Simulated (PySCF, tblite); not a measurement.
# 2-methoxypropene: a rotation path, then NMR shifts and spin-spin couplings on frames, part 3 of 3

tblite 0.8.0 and PySCF 2.14.0. Atoms count from 0.

## 10. Spin-spin couplings: image 6, B3LYP/pcJ-1

What the job is given:

```
{"job": {"kind": "j", "xc": "B3LYP", "basis": "pcJ-1"}, "charge": 0, "multiplicity": 1}
C     -0.725100     1.541800    -1.238700
C     -0.314500     0.383800    -0.740500
C     -1.212600    -0.543800     0.027200
O      0.970600    -0.019400    -1.017600
C      1.692300    -0.646000     0.015900
H     -1.738300     1.876500    -1.124700
H     -0.053300     2.165600    -1.797700
H     -2.206000    -0.111500     0.093200
H     -0.847100    -0.722700     1.037100
H     -1.280800    -1.502700    -0.486900
H      2.658800    -0.908300    -0.411100
H      1.204500    -1.555200     0.378100
H      1.846900     0.042300     0.855100
```

Method: B3LYP/pcJ-1 indirect spin-spin coupling, non-relativistic, gas phase.

The log of the run:

```text
coarse grid: 10392 points
cycle   1  E = -232.3112578020  dE =  4.649e-01  |g| = 6.396e-01  |ddm| = 2.741e+00
cycle   2  E = -232.2416116003  dE =  6.965e-02  |g| = 8.940e-01  |ddm| = 1.275e+00
cycle   3  E = -232.3910091725  dE = -1.494e-01  |g| = 1.184e-01  |ddm| = 8.133e-01
cycle   4  E = -232.3933841978  dE = -2.375e-03  |g| = 4.072e-02  |ddm| = 9.561e-02
cycle   5  E = -232.3937164127  dE = -3.322e-04  |g| = 1.166e-02  |ddm| = 3.478e-02
cycle   6  E = -232.3937434314  dE = -2.702e-05  |g| = 5.034e-03  |ddm| = 1.255e-02
cycle   7  E = -232.3937495110  dE = -6.080e-06  |g| = 4.530e-04  |ddm| = 4.071e-03
final grid: 99016 points
cycle   8  E = -232.4452832702  dE = -1.218e-04  |g| = 7.180e-03  |ddm| = 1.968e-02
cycle   9  E = -232.4452758883  dE =  7.382e-06  |g| = 9.424e-03  |ddm| = 1.017e-02
cycle  10  E = -232.4452935098  dE = -1.762e-05  |g| = 1.408e-03  |ddm| = 6.242e-03
cycle  11  E = -232.4452938130  dE = -3.031e-07  |g| = 5.340e-04  |ddm| = 1.509e-03
cycle  12  E = -232.4452938661  dE = -5.314e-08  |g| = 1.196e-04  |ddm| = 4.491e-04
cycle  13  E = -232.4452938695  dE = -3.378e-09  |g| = 2.785e-05  |ddm| = 1.065e-04
cycle  14  E = -232.4452938697  dE = -1.854e-10  |g| = 5.249e-06  |ddm| = 2.511e-05
converged SCF energy = -232.4452938697

Indirect spin-spin couplings (Hz)
  i      j    bonds     total        FC       PSO       DSO        SD
  0 C    1 C    1     93.526   102.415    -9.114     0.225         -
  0 C    2 C    2      8.621     8.909    -0.239    -0.048         -
  0 C    3 O    2    -12.488   -13.323     0.817     0.018         -
  0 C    4 C    3      3.148     3.100     0.153    -0.105         -
  0 C    5 H    1    165.826   164.365     0.797     0.664         -
  0 C    6 H    1    163.242   161.882     0.678     0.682         -
  0 C    7 H    3      3.406     3.679    -0.305     0.031         -
  0 C    8 H    3      5.179     5.266     0.320    -0.407         -
  0 C    9 H    3      5.130     5.204     0.331    -0.404         -
  0 C   10 H    4     -0.265    -0.224     0.360    -0.402         -
  0 C   11 H    4      0.167     0.193     0.375    -0.401         -
  1 C    2 C    1     48.302    49.500    -1.443     0.246         -
  1 C    3 O    1     28.141    24.828     3.459    -0.146         -
  1 C    4 C    2     -2.732    -2.443    -0.249    -0.039         -
  1 C    5 H    2      6.986     8.728    -1.383    -0.359         -
  1 C    6 H    2     -5.779    -3.967    -1.443    -0.368         -
  1 C    7 H    2     -0.634    -0.349    -0.268    -0.017         -
  1 C    8 H    2     -8.283    -8.300     0.048    -0.031         -
  1 C    9 H    2     -9.215    -9.227     0.018    -0.005         -
  1 C   10 H    3     11.244    11.327     0.502    -0.586         -
  1 C   11 H    3      2.254     2.400    -0.113    -0.034         -
  1 C   12 H    3      0.912     0.887     0.032    -0.007         -
  2 C    3 O    2      0.320    -0.212     0.516     0.015         -
  2 C    4 C    3      3.205     3.221    -0.022     0.006         -
  2 C    5 H    3      4.282     4.381    -0.069    -0.030         -
  2 C    6 H    3      8.804     8.885     0.447    -0.528         -
  2 C    7 H    1    136.569   134.812     1.086     0.672         -
  2 C    8 H    1    131.943   130.030     1.211     0.701         -
  2 C    9 H    1    131.446   129.567     1.188     0.691         -
  2 C   12 H    4      0.511     0.507     0.068    -0.064         -
  3 O    4 C    1     23.380    24.314    -0.824    -0.110         -
  3 O    5 H    3    -10.491   -10.800     0.012     0.297         -
  3 O    6 H    3     -4.004    -4.380     0.423    -0.047         -
  3 O    7 H    3     -3.037    -3.234    -0.077     0.274         -
  3 O    8 H    3      0.203     0.261    -0.142     0.084         -
  3 O    9 H    3      0.282     0.306    -0.051     0.026         -
  3 O   10 H    2    -14.390   -13.695    -0.765     0.070         -
  3 O   11 H    2     -2.460    -1.840    -0.775     0.154         -
  3 O   12 H    2     -3.158    -2.523    -0.775     0.141         -
  4 C    5 H    4      0.319     0.347     0.381    -0.409         -
  4 C    6 H    4     -0.682    -0.658     0.288    -0.312         -
  4 C    7 H    4      1.279     1.294     0.356    -0.371         -
  4 C    9 H    4     -0.347    -0.341     0.032    -0.038         -
  4 C   10 H    1    150.005   149.074     0.214     0.718         -
  4 C   11 H    1    144.210   143.196     0.230     0.784         -
  4 C   12 H    1    145.259   144.260     0.236     0.763         -
  5 H    6 H    2     -1.331    -1.675     3.906    -3.563         -
  5 H    7 H    4      0.307     0.306    -1.591     1.592         -
  5 H    8 H    4     -2.060    -1.918     1.073    -1.215         -
  5 H    9 H    4     -2.211    -2.068     1.058    -1.200         -
  5 H   10 H    5      0.379     0.498     1.446    -1.565         -
  5 H   11 H    5     -0.284    -0.158     1.200    -1.326         -
  5 H   12 H    5     -0.358    -0.241     0.936    -1.052         -
  6 H    7 H    4      1.338     1.504     1.600    -1.766         -
  6 H    8 H    4     -1.682    -1.537     1.679    -1.824         -
  6 H    9 H    4     -1.753    -1.616     1.668    -1.804         -
  6 H   11 H    5     -0.249    -0.110     1.408    -1.547         -
  6 H   12 H    5     -0.372    -0.253     0.433    -0.552         -
  7 H    8 H    2    -14.589   -14.708     2.681    -2.561         -
  7 H    9 H    2    -14.212   -14.308     2.709    -2.613         -
  7 H   10 H    5     -0.226    -0.121     1.615    -1.720         -
  7 H   12 H    5     -0.159    -0.078     1.028    -1.109         -
  8 H    9 H    2    -17.046   -17.220     2.654    -2.480         -
  8 H   10 H    5      0.194     0.276     1.174    -1.256         -
  8 H   11 H    5      0.263     0.136    -2.024     2.152         -
  8 H   12 H    5     -0.191    -0.204    -0.959     0.972         -
  9 H   11 H    5     -0.200    -0.261    -1.269     1.330         -
  9 H   12 H    5     -0.286    -0.177     1.051    -1.160         -
 10 H   11 H    2    -12.480   -12.460     2.547    -2.568         -
 10 H   12 H    2    -12.275   -12.246     2.583    -2.611         -
 11 H   12 H    2     -8.314    -8.329     2.474    -2.460         -
```

Run time: 48 s. Hardware: 1 thread, shared host.

In short: J(C0,H5) 165.8 Hz, J(C0,H6) 163.2 Hz, J(C4,H10) 146.5 Hz (means over like pairs).

## 11. NMR shieldings: image 8, PBE0/pcSseg-1

What the job is given:

```
{"job": {"kind": "nmr", "xc": "PBE0", "basis": "pcSseg-1", "pop": false}, "charge": 0, "multiplicity": 1}
C     -0.794100     1.510200    -1.376700
C     -0.282900     0.501800    -0.679200
C     -1.121900    -0.407600     0.168200
O      1.071900     0.299100    -0.748800
C      1.652100    -0.759900    -0.031300
H     -1.845500     1.720800    -1.361800
H     -0.165800     2.144300    -1.973900
H     -2.161100    -0.100300     0.106900
H     -0.808600    -0.367800     1.211200
H     -1.043600    -1.440000    -0.171800
H      2.718200    -0.710800    -0.251000
H      1.269800    -1.734800    -0.351500
H      1.507200    -0.654600     1.049000
```

With the program's defaults for keys left out, this is: GIAO PBE0/pcSseg-1 NMR shielding, non-relativistic, gas phase.

The log of the run:

```text
coarse grid: 10392 points
cycle   1  E = -232.0153988232  dE =  5.320e-01  |g| = 5.598e-01  |ddm| = 3.028e+00
cycle   2  E = -231.9810051198  dE =  3.439e-02  |g| = 7.158e-01  |ddm| = 1.049e+00
cycle   3  E = -232.0800444790  dE = -9.904e-02  |g| = 8.938e-02  |ddm| = 6.149e-01
cycle   4  E = -232.0815456848  dE = -1.501e-03  |g| = 2.513e-02  |ddm| = 7.038e-02
cycle   5  E = -232.0816838198  dE = -1.381e-04  |g| = 6.487e-03  |ddm| = 2.379e-02
cycle   6  E = -232.0816905757  dE = -6.756e-06  |g| = 3.734e-03  |ddm| = 7.944e-03
cycle   7  E = -232.0816939329  dE = -3.357e-06  |g| = 3.893e-04  |ddm| = 3.166e-03
final grid: 99016 points
cycle   8  E = -232.1230824775  dE = -3.173e-05  |g| = 1.122e-02  |ddm| = 2.581e-02
cycle   9  E = -232.1230590780  dE =  2.340e-05  |g| = 1.616e-02  |ddm| = 1.679e-02
cycle  10  E = -232.1231071056  dE = -4.803e-05  |g| = 1.716e-03  |ddm| = 1.057e-02
cycle  11  E = -232.1231077451  dE = -6.394e-07  |g| = 2.364e-04  |ddm| = 1.583e-03
cycle  12  E = -232.1231077520  dE = -6.951e-09  |g| = 1.632e-04  |ddm| = 3.106e-04
cycle  13  E = -232.1231077587  dE = -6.710e-09  |g| = 2.161e-05  |ddm| = 1.345e-04
cycle  14  E = -232.1231077588  dE = -1.033e-10  |g| = 4.456e-06  |ddm| = 2.089e-05
converged SCF energy = -232.1231077588

GIAO shielding tensors (ppm)
atom      isotropic    diamagn.    paramagn.     s11        s22        s33       span
  0 C       94.563     253.955    -159.392      0.389    132.774    150.525    150.136
  1 C       20.959     255.301    -234.343    -87.030     51.435     98.471    185.502
  2 C      168.523     250.703     -82.181    157.834    162.594    185.141     27.307
  3 O      228.305     396.547    -168.241    107.216    279.703    297.997    190.782
  4 C      131.796     245.916    -114.119    106.862    108.696    179.831     72.970
  5 H       27.602      31.200      -3.598     25.452     25.908     31.446      5.994
  6 H       27.407      30.704      -3.297     24.596     25.409     32.217      7.621
  7 H       29.902      30.624      -0.722     25.961     28.986     34.758      8.797
  8 H       29.670      31.202      -1.532     25.649     28.382     34.978      9.329
  9 H       29.668      30.572      -0.904     25.649     28.381     34.975      9.326
 10 H       27.854      28.593      -0.739     23.969     26.133     33.460      9.491
 11 H       28.028      30.142      -2.114     24.460     26.218     33.405      8.944
 12 H       28.023      30.601      -2.578     24.452     26.212     33.403      8.951
```

It took 11 s on 1 thread, shared host.

This run: δ C1 166.0, C0 92.4, C4 55.1, C2 18.4, H6 4.31, H5 4.11 ppm.

## 12. J couplings: image 8, B3LYP/pcJ-1

The job, as its differences from that of step 11:

```diff
@@ -1,2 +1,2 @@
-{"job": {"kind": "nmr", "xc": "PBE0", "basis": "pcSseg-1", "pop": false}, "charge": 0, "multiplicity": 1}
+{"job": {"kind": "j", "xc": "B3LYP", "basis": "pcJ-1"}, "charge": 0, "multiplicity": 1}
 C     -0.794100     1.510200    -1.376700
```

Level: B3LYP/pcJ-1 indirect spin-spin coupling, non-relativistic, gas phase.

The log of the run:

```text
coarse grid: 10392 points
cycle   1  E = -232.3098416516  dE =  4.746e-01  |g| = 6.403e-01  |ddm| = 2.752e+00
cycle   2  E = -232.2435173318  dE =  6.632e-02  |g| = 8.820e-01  |ddm| = 1.259e+00
cycle   3  E = -232.3904318376  dE = -1.469e-01  |g| = 1.173e-01  |ddm| = 7.827e-01
cycle   4  E = -232.3927414233  dE = -2.310e-03  |g| = 4.169e-02  |ddm| = 9.310e-02
cycle   5  E = -232.3930794435  dE = -3.380e-04  |g| = 1.311e-02  |ddm| = 3.624e-02
cycle   6  E = -232.3931157322  dE = -3.629e-05  |g| = 4.855e-03  |ddm| = 1.355e-02
cycle   7  E = -232.3931213164  dE = -5.584e-06  |g| = 4.595e-04  |ddm| = 3.855e-03
final grid: 99016 points
cycle   8  E = -232.4448103532  dE = -1.261e-04  |g| = 7.159e-03  |ddm| = 2.309e-02
cycle   9  E = -232.4448031698  dE =  7.183e-06  |g| = 9.348e-03  |ddm| = 1.016e-02
cycle  10  E = -232.4448206483  dE = -1.748e-05  |g| = 1.479e-03  |ddm| = 6.196e-03
cycle  11  E = -232.4448209812  dE = -3.329e-07  |g| = 5.686e-04  |ddm| = 1.572e-03
cycle  12  E = -232.4448210403  dE = -5.914e-08  |g| = 1.575e-04  |ddm| = 4.920e-04
cycle  13  E = -232.4448210463  dE = -6.013e-09  |g| = 2.643e-05  |ddm| = 1.315e-04
cycle  14  E = -232.4448210465  dE = -1.626e-10  |g| = 5.561e-06  |ddm| = 2.489e-05
converged SCF energy = -232.4448210465

Indirect spin-spin couplings (Hz)
  i      j    bonds     total        FC       PSO       DSO        SD
  0 C    1 C    1     94.943   103.580    -8.863     0.226         -
  0 C    2 C    2      7.497     7.771    -0.226    -0.047         -
  0 C    3 O    2    -14.868   -15.624     0.741     0.015         -
  0 C    4 C    3      3.555     3.578     0.096    -0.119         -
  0 C    5 H    1    167.688   166.078     0.937     0.673         -
  0 C    6 H    1    163.172   161.674     0.812     0.686         -
  0 C    7 H    3      3.616     3.867    -0.286     0.035         -
  0 C    8 H    3      5.297     5.378     0.323    -0.404         -
  0 C    9 H    3      5.264     5.345     0.321    -0.403         -
  0 C   10 H    4     -0.350    -0.295     0.342    -0.397         -
  0 C   11 H    4      0.266     0.309     0.310    -0.353         -
  0 C   12 H    4      0.271     0.314     0.311    -0.354         -
  1 C    2 C    1     47.562    48.787    -1.471     0.247         -
  1 C    3 O    1     28.387    24.499     4.034    -0.146         -
  1 C    4 C    2     -2.080    -1.822    -0.208    -0.050         -
  1 C    5 H    2      7.458     9.157    -1.349    -0.350         -
  1 C    6 H    2     -5.529    -3.757    -1.399    -0.373         -
  1 C    7 H    2     -0.568    -0.286    -0.265    -0.017         -
  1 C    8 H    2     -8.697    -8.716     0.035    -0.017         -
  1 C    9 H    2     -8.698    -8.716     0.036    -0.017         -
  1 C   10 H    3     11.700    11.794     0.495    -0.589         -
  1 C   11 H    3      1.358     1.456    -0.043    -0.056         -
  1 C   12 H    3      1.314     1.414    -0.042    -0.058         -
  2 C    3 O    2      1.476     1.090     0.368     0.018         -
  2 C    4 C    3      5.086     5.025     0.040     0.020         -
  2 C    5 H    3      4.786     4.892    -0.083    -0.023         -
  2 C    6 H    3      9.099     9.175     0.452    -0.527         -
  2 C    7 H    1    137.947   136.226     1.044     0.677         -
  2 C    8 H    1    131.498   129.588     1.201     0.709         -
  2 C    9 H    1    131.566   129.657     1.201     0.709         -
  2 C   10 H    4      0.351     0.349     0.401    -0.399         -
  2 C   11 H    4      0.412     0.359    -0.103     0.157         -
  2 C   12 H    4      0.403     0.350    -0.104     0.157         -
  3 O    4 C    1     22.558    23.456    -0.788    -0.110         -
  3 O    5 H    3    -12.651   -12.968     0.021     0.295         -
  3 O    6 H    3     -4.679    -5.026     0.403    -0.056         -
  3 O    7 H    3     -2.535    -2.692    -0.120     0.277         -
  3 O    8 H    3      0.174     0.234    -0.127     0.066         -
  3 O    9 H    3      0.176     0.237    -0.129     0.067         -
  3 O   10 H    2    -14.788   -14.094    -0.760     0.065         -
  3 O   11 H    2     -2.501    -1.889    -0.763     0.151         -
  3 O   12 H    2     -2.522    -1.912    -0.760     0.150         -
  4 C    5 H    4      2.039     2.086     0.374    -0.420         -
  4 C    6 H    4      0.191     0.223     0.346    -0.379         -
  4 C    7 H    4      1.924     1.906     0.401    -0.384         -
  4 C    8 H    4      0.490     0.484    -0.152     0.159         -
  4 C    9 H    4      0.489     0.483    -0.153     0.159         -
  4 C   10 H    1    149.982   149.046     0.215     0.721         -
  4 C   11 H    1    144.922   143.896     0.245     0.780         -
  4 C   12 H    1    145.021   143.996     0.244     0.780         -
  5 H    6 H    2     -1.759    -2.138     3.946    -3.566         -
  5 H    7 H    4      0.320     0.311    -1.629     1.638         -
  5 H    8 H    4     -2.222    -2.076     1.053    -1.198         -
  5 H    9 H    4     -2.223    -2.078     1.051    -1.196         -
  5 H   10 H    5      0.256     0.378     1.416    -1.538         -
  5 H   11 H    5     -0.746    -0.616     1.107    -1.238         -
  5 H   12 H    5     -0.747    -0.616     1.109    -1.240         -
  6 H    7 H    4      1.431     1.592     1.603    -1.765         -
  6 H    8 H    4     -1.761    -1.618     1.668    -1.811         -
  6 H    9 H    4     -1.792    -1.649     1.668    -1.811         -
  6 H   11 H    5     -0.596    -0.459     1.160    -1.296         -
  6 H   12 H    5     -0.596    -0.459     1.164    -1.301         -
  7 H    8 H    2    -14.422   -14.530     2.674    -2.566         -
  7 H    9 H    2    -14.412   -14.521     2.677    -2.568         -
  7 H   11 H    5      0.166     0.219     1.155    -1.208         -
  7 H   12 H    5      0.166     0.218     1.155    -1.208         -
  8 H    9 H    2    -17.254   -17.433     2.613    -2.433         -
  8 H   10 H    5      0.164     0.256     1.196    -1.288         -
  8 H   11 H    5     -0.235    -0.172    -0.158     0.094         -
  8 H   12 H    5     -0.493    -0.645    -2.104     2.255         -
  9 H   10 H    5      0.171     0.263     1.195    -1.287         -
  9 H   11 H    5     -0.491    -0.642    -2.104     2.255         -
  9 H   12 H    5     -0.229    -0.167    -0.165     0.102         -
 10 H   11 H    2    -12.665   -12.643     2.542    -2.564         -
 10 H   12 H    2    -12.588   -12.566     2.549    -2.571         -
 11 H   12 H    2     -8.622    -8.661     2.464    -2.426         -
```

It took 41 s on 1 thread, shared host.

This run: J(C0,H5) 167.7 Hz, J(C0,H6) 163.2 Hz, J(C4,H10) 146.6 Hz (means over like pairs).

## 13. Comparing the runs: NMR shifts

Shifts (ppm) of some atoms, chosen among heavy atoms and hydrogens apart, with basis size and wall time:

| frame | C1 | C0 | C4 | C2 | H5 | H6 | O3 | functions | time |
| --- | --- | --- | --- | --- | --- | --- | --- | --- | --- |
| image 0 | 169.7 | 83.2 | 55.9 | 24.3 | 4.02 | 3.74 | 124.9 | 125 | 12 s |
| image 2 | 172.6 | 93.2 | 58.1 | 25.3 | 4.59 | 4.35 | 95.2 | 125 | 11 s |
| image 4 | 173.6 | 107.3 | 61.6 | 19.5 | 4.83 | 4.88 | 86.7 | 125 | 11 s |
| image 6 | 167.5 | 99.7 | 57.0 | 18.9 | 4.33 | 4.63 | 103.0 | 125 | 14 s |
| image 8 | 166.0 | 92.4 | 55.1 | 18.4 | 4.11 | 4.31 | 107.8 | 125 | 11 s |

## 14. Side by side: spin-spin couplings

Couplings (Hz), each a mean over the pairs like the one named, with basis size and wall time:

| frame | C0–H5 | C0–H6 | C4–H10 | C2–H7 | C0–C1 | C1–C2 | C1–O3 | functions | time |
| --- | --- | --- | --- | --- | --- | --- | --- | --- | --- |
| image 0 | 169.2 | 159.9 | 147.2 | 133.7 | 90.2 | 53.2 | 28.6 | 215 | 35 s |
| image 2 | 169.5 | 159.0 | 147.0 | 133.6 | 90.5 | 52.1 | 28.4 | 215 | 34 s |
| image 4 | 164.8 | 162.2 | 146.6 | 133.3 | 91.4 | 50.2 | 28.3 | 215 | 37 s |
| image 6 | 165.8 | 163.2 | 146.5 | 133.3 | 93.5 | 48.3 | 28.1 | 215 | 48 s |
| image 8 | 167.7 | 163.2 | 146.6 | 133.7 | 94.9 | 47.6 | 28.4 | 215 | 41 s |

## 15. Outcome

What follows sums up all 3 parts.

| quantity | value |
| --- | --- |
| barrier | 0.257 eV (5.9 kcal/mol) at image 4 |
| end to end (GFN2-xTB) | 0.127 eV |
| 13C shifts against TMS (PBE0/pcSseg-1, image 0) | 169.7, 83.2, 55.9, 24.3 ppm |
| 1H shifts against TMS (PBE0/pcSseg-1, image 0) | 4.06, 4.02, 3.74, 3.51, 3.50, 2.01, 2.00, 1.63 ppm |
| 17O shifts against H2O (PBE0/pcSseg-1, image 0) | 124.9 ppm |
| largest coupling of the table (B3LYP/pcJ-1, image 0) | 1J(C,H) C0–H5, 169.2 Hz |
| range of the shift of O3 | 86.7 to 124.9 ppm |
| range of J(C0,H5), mean over like pairs | 164.8 to 169.5 Hz |

What this shows: Along the band the dihedral turns by 180°, and the top (dihedral -88°) lies 5.9 kcal/mol above the start (GFN2-xTB, rough), so at room temperature this motion is fast. The top was not checked by a frequency run. Shifts at one fixed geometry are not the observed spectrum, which averages over the motion. In the first frame run (image 0): Shielding is most anisotropic at O3 (span 209 ppm, paramagnetic term -188 ppm). Of the pairs tabulated at B3LYP/pcJ-1, C0–H5 couples most strongly (169.2 Hz; Fermi contact 167.6 Hz). Across the 5 runs the shift of O3 moves most, between 86.7 (image 4) and 124.9 ppm (image 0). The coupling C0–H5, as a mean over pairs of its kind, runs from 164.8 Hz (image 4) to 169.5 Hz (image 2).
